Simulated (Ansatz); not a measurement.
Input file:

```yaml
crystal:
  periodic: [false, false, false]
  atoms:
    - {symbol: Ge, position_ang: [0.000000, -0.325890, 0.000000]}
    - {symbol: F, position_ang: [0.000000, 0.623017, -1.456249]}
    - {symbol: F, position_ang: [0.000000, 0.623017, 1.456249]}
basis:
  gaussian: {orbitals: cc-pVDZ}
total_charge: 1
magnetization: {spin_polarized: false, initial_magnetization: 3}
correlation: {method: ccsd_t, electrons: outside_noble_gas}
scf: {lower_state_search: off}
```

```sh
$ ansatz run in.yaml --threads 1 --pin off --events-out ev --progress --plain --max-ram 2393MiB
```

Q: Roughly how long does this take on 1 thread of Arm Neoverse V2, shared host, and how much host memory?

A: 2.3 s wall and 0.17 GiB.

```
these checks for a lower state are left out or cut short: stability, starts, cluster_reference, orbital_swaps, neighbouring_geometries, increment
589 factors; integrals over basis functions are off by at most 5.7e-4 eV
mean field evaluation 1: about -61865.1776 eV, gradient 3.7e1 eV
mean field evaluation 2: about -61865.2095 eV, gradient 3.7e1 eV
mean field evaluation 4: about -61868.4569 eV, gradient 2.3e0 eV
mean field evaluation 8: about -61868.5560 eV, gradient 2.5e0 eV
mean field evaluation 16: about -61868.6997 eV, gradient 4.4e-1 eV
mean field evaluation 32: about -61868.7430 eV, gradient 4.5e-3 eV
mean field -61868.74304087 eV, -2273.6343706119 hartree, gradient 6.2e-7 eV, S^2 3.750000; 0 other end points of the search recorded, 0 dependent functions left out
16 core orbitals not correlated: weight in the atoms' cores, before any rotation towards them, 0.727 or more for the frozen orbitals, at most 0.290 for the correlated occupied ones
reference -61868.74304087 eV, -2273.6343706119 hartree; 10, 7 occupied and 29, 32 virtual orbitals, 589 factors
second order -11.44821765 eV of doubles, -0.45344525 eV of singles
cycle   1  -11.31149601 eV  change    -1.4e0 eV  update   7.6e-2
cycle   2  -12.01955579 eV  change   -7.1e-1 eV  update   4.3e-2
cycle   3  -12.08304519 eV  change   -6.3e-2 eV  update   2.2e-2
cycle   4  -12.12461105 eV  change   -4.2e-2 eV  update   1.5e-2
cycle   5  -12.15018470 eV  change   -2.6e-2 eV  update   1.2e-2
cycle   6  -12.16785443 eV  change   -1.8e-2 eV  update   9.7e-3
cycle   7  -12.19939124 eV  change   -3.2e-2 eV  update   8.2e-3
cycle   8  -12.21436129 eV  change   -1.5e-2 eV  update   6.7e-3
cycle   9  -12.25071423 eV  change   -3.6e-2 eV  update   4.5e-3
cycle  10  -12.25504581 eV  change   -4.3e-3 eV  update   2.3e-3
cycle  11  -12.25895376 eV  change   -3.9e-3 eV  update   1.1e-3
cycle  12  -12.25987684 eV  change   -9.2e-4 eV  update   5.2e-4
cycle  13  -12.26031079 eV  change   -4.3e-4 eV  update   2.4e-4
cycle  14  -12.25999216 eV  change    3.2e-4 eV  update   1.3e-4
cycle  15  -12.26016677 eV  change   -1.7e-4 eV  update   6.5e-5
cycle  16  -12.25998941 eV  change    1.8e-4 eV  update   3.2e-5
cycle  17  -12.26002198 eV  change   -3.3e-5 eV  update   1.6e-5
cycle  18  -12.25999910 eV  change    2.3e-5 eV  update   9.3e-6
cycle  19  -12.25998890 eV  change    1.0e-5 eV  update   4.0e-6
cycle  20  -12.25998527 eV  change    3.6e-6 eV  update   1.8e-6
perturbative correction -0.39898653 eV, -0.0146624847 hartree
WARN: these amplitudes may be one of several solutions (largest doubles amplitude 0.10, level shift 10.79 eV)
Total energy: -61881.40201268 eV, -2274.0995792450 hartree
Checks for a lower state left out: stability, starts, cluster_reference, orbital_swaps, neighbouring_geometries, increment
```

The T1 diagnostic is 0.073.
